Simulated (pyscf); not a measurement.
PySCF, gas phase, ωB97X-D3(BJ)/def2-SVP geometries.

**Question.** H₂P–GaH₂ + H₂O → HO–GaH–PH₂ + H₂
Surface: singlet. Broken: Ga–H, H–O. Formed: Ga–O, H–H. Give ΔE‡ and ΔE from ωB97M-D3(BJ)/def2-TZVP, relative to the separated reactants.

**Answer.** ΔE‡ = 48.5 kJ/mol, ΔE = -47.5 kJ/mol. Zero-point energy shifts the barrier by -0.1 kJ/mol. It is a four-centre exchange, with an imaginary mode of 1305i cm⁻¹. On the reactant side the descent ends in an adduct with a Ga–O contact (not fully relaxed), 63.1 kJ/mol under the separated species and 105.7 kJ/mol under the saddle at ωB97X-D3(BJ)/def2-TZVP. What is counted as formed (Ga–O) is already present as a longer contact in the reactant adduct; forming that adduct is a step of its own. At the saddle there is also a short Ga–H contact that neither side keeps. One saddle was located; it need not be the lowest between these sides. Elements up to Kr have no core potential and no relativistic terms here.
